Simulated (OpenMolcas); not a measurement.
# How basis sets differ on BSiH5O (SMILES OB[SiH3])

The species is BSiH5O (8 atoms), meant as a singlet with charge 0. As SMILES, `OB[SiH3]`. The shape is that of a GFN2-xTB optimisation. This is one conformer, not always the lowest.

Quantity: the HOMO–LUMO gap, in eV. The values are calculated.

```json
{"level": "HF/ANO-R0 (sfX2C)", "kind": "Hartree–Fock", "program": "OpenMolcas", "value (eV)": "14.01", "CPU time": "2 s"}
{"level": "HF/STO-3G", "kind": "Hartree–Fock", "program": "OpenMolcas", "value (eV)": "16.82", "CPU time": "2.4 s"}
{"level": "HF/3-21G", "kind": "Hartree–Fock", "program": "OpenMolcas", "value (eV)": "13.83", "CPU time": "2.7 s"}
{"level": "HF/def2-SVP", "kind": "Hartree–Fock", "program": "OpenMolcas", "value (eV)": "13.66", "CPU time": "5.7 s"}
```

The values span 13.66 to 16.82 eV. A Hartree–Fock LUMO above zero doesn't converge with the basis: it sinks as sets grow more diffuse. Orbital gaps aren't excitation energies. CPU times are rough (shared hosts, several kinds of processor): they show what a rung costs within a factor of a few.
